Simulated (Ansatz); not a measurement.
# Band gap of some cubic solids

Method: r²SCANh (plane waves, PAW; Ansatz, an electronic-structure program). References are measured gaps from which a computed or estimated zero-point shift was taken out, by their sources or here, so that they lie as a rule above the printed measurements.

Values in eV.

```csv
solid,reference,r²SCANh,error (eV)
rock-salt SrO,5.63,4.61,-1.02
zinc-blende GaN (metastable phase),3.48,2.93,-0.55
zinc-blende GaP,2.43,2.32,-0.11
rock-salt LiF,15.35,11.51,-3.84
zinc-blende InP,1.47,1.52,+0.05
diamond-structure Si,1.23,1.19,-0.04
rock-salt MgO,8.36,6.64,-1.72
zinc-blende ZnS,3.94,3.36,-0.58
```

Over these 8 solids the mean error is -0.98 eV, the mean absolute error 0.99 eV (median 0.56 eV), and the worst case rock-salt LiF at -3.84 eV; the value is below the reference in 7 of 8 cases.

Differences are worked out from the printed values.

Computed values are for a static lattice; measured ones hold zero-point and thermal shifts unless a correction is named.

Levels without +SOC have no spin–orbit coupling; where heavier elements are present it shifts gaps, mostly down, and can invert bands. Each level is taken at its own relaxed cell. Ansatz's density-functional and Hartree–Fock values are scalar-relativistic unless marked +SOC, with PAW data made under PBE.

Ansatz's runs of these crystals have no spin polarisation.

Not in this set, of the solids of all kinds but layered and molecular ones with a reference value in our tables and a result at some level: 168 for a reference of another kind, counted apart; 7 for sources at odds; 7 for spin–orbit coupling left out; 5 for no value at r²SCANh (not run, a failed fit, an unstable or unbound cell, or a value held back for tests); 4 for a doubt noted on the run at r²SCANh; 2 for another kind of cell or another program; 2 for a high-temperature or high-pressure phase; 2 for a measured value of zero; 2 for a reference that its source doubts or gives as a wide range. These can be a level's best or worst cases. At least 69 more with a reference value are held back for tests. Solids without a released value at any level aren't counted. Without +SOC, gaps count where the solid holds none of Ge, As, Se, Br, Sn, Sb, Te, I or the elements past barium, or holds Ge, As, Se or Br with a gap over 4 eV. The metals Ce to Yb are counted apart.

References as tabulated in, or derived from, Chen et al. (2018), doi:10.1103/physrevmaterials.2.073803; Miglio et al. (2020), arXiv:2011.12765; Vurgaftman et al. (2001), doi:10.1063/1.1368156.
